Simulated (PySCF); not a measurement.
**How the method changes the constants of SiB⁺**

State: ³Π (triplet), unpaired electrons σ ↑, π ↑. Set-up: basis Si def2-TZVPPD, B def2-TZVPPD; no relativity; PySCF 2.14. De refers to Si⁺ + B in their high-spin ground configurations, without counterpoise correction. The functionals are run spin-unrestricted. A positive dipole points towards B; it is taken about the centre of mass and depends on that origin. Levels whose curve was spin-contaminated or gave no clean fit are not listed.

```json
{"Level": "UHF-CCSD", "Re (Å)": "2.106", "ωe (cm⁻¹)": "503", "De (eV)": "2.32", "μ (D)": "n/a", "CPU s a point (SCF and correlation, without the integrals)": "n/a"}
{"Level": "UHF-CCSD(T)", "Re (Å)": "2.114", "ωe (cm⁻¹)": "518", "De (eV)": "2.44", "μ (D)": "n/a", "CPU s a point (SCF and correlation, without the integrals)": "20"}
{"Level": "LDA", "Re (Å)": "2.103", "ωe (cm⁻¹)": "549", "De (eV)": "3.35", "μ (D)": "0.33", "CPU s a point (SCF and correlation, without the integrals)": "1"}
{"Level": "PBE", "Re (Å)": "2.127", "ωe (cm⁻¹)": "522", "De (eV)": "2.98", "μ (D)": "0.44", "CPU s a point (SCF and correlation, without the integrals)": "1.3"}
{"Level": "PW91", "Re (Å)": "2.122", "ωe (cm⁻¹)": "525", "De (eV)": "2.99", "μ (D)": "0.45", "CPU s a point (SCF and correlation, without the integrals)": "0.8"}
{"Level": "r²SCAN", "Re (Å)": "2.100", "ωe (cm⁻¹)": "556", "De (eV)": "2.96", "μ (D)": "0.63", "CPU s a point (SCF and correlation, without the integrals)": "1.9"}
{"Level": "r²SCANh", "Re (Å)": "2.092", "ωe (cm⁻¹)": "564", "De (eV)": "2.89", "μ (D)": "0.65", "CPU s a point (SCF and correlation, without the integrals)": "2.6"}
{"Level": "PBE0", "Re (Å)": "2.095", "ωe (cm⁻¹)": "553", "De (eV)": "2.81", "μ (D)": "0.56", "CPU s a point (SCF and correlation, without the integrals)": "2.5"}
{"Level": "M06", "Re (Å)": "2.088", "ωe (cm⁻¹)": "572", "De (eV)": "2.70", "μ (D)": "0.56", "CPU s a point (SCF and correlation, without the integrals)": "2.8"}
{"Level": "MN15", "Re (Å)": "2.093", "ωe (cm⁻¹)": "531", "De (eV)": "2.75", "μ (D)": "0.60", "CPU s a point (SCF and correlation, without the integrals)": "2.7"}
{"Level": "LC-ωPBE", "Re (Å)": "2.046", "ωe (cm⁻¹)": "611", "De (eV)": "2.58", "μ (D)": "0.69", "CPU s a point (SCF and correlation, without the integrals)": "2.1"}
```

Which functional lies closest to UHF-CCSD(T) in De, which farthest, and by how much do they differ from it?

Closest is LC-ωPBE (-6.8 pm in Re, +18.0 % in ωe, +0.14 eV in De against UHF-CCSD(T) in the same basis), farthest LDA (-1.1 pm in Re, +6.0 % in ωe, +0.91 eV in De). CCSD(T) converges more slowly with the basis than the functionals do and binds too weakly in this one, so the order can change at the basis-set limit.

What does a quarter of exact exchange do here, going from PBE to PBE0?

PBE0 less PBE: -3.2 pm in Re, +5.9 % in ωe, -0.17 eV in De. Exact exchange removes part of the self-interaction that spreads semilocal densities, and in most molecules shortens and stiffens the bond and lowers De; so it does here.

What does the step from GGA to meta-GGA do here, going from PBE to r²SCAN?

r²SCAN less PBE: -2.7 pm in Re, +6.5 % in ωe, -0.02 eV in De. 

Correlated steps freeze 6 core orbitals. For an ion De counts to the pair picked by the measured ionisation energies or electron affinities, which need not be the lowest pair at this level. The state was picked by a PBE0 search and need not be the measured ground state.

The whole job (state search and all levels along the bond) took about 4.8 min on 2 threads of Arm Neoverse V1 (shared host), peak memory 3 GiB.
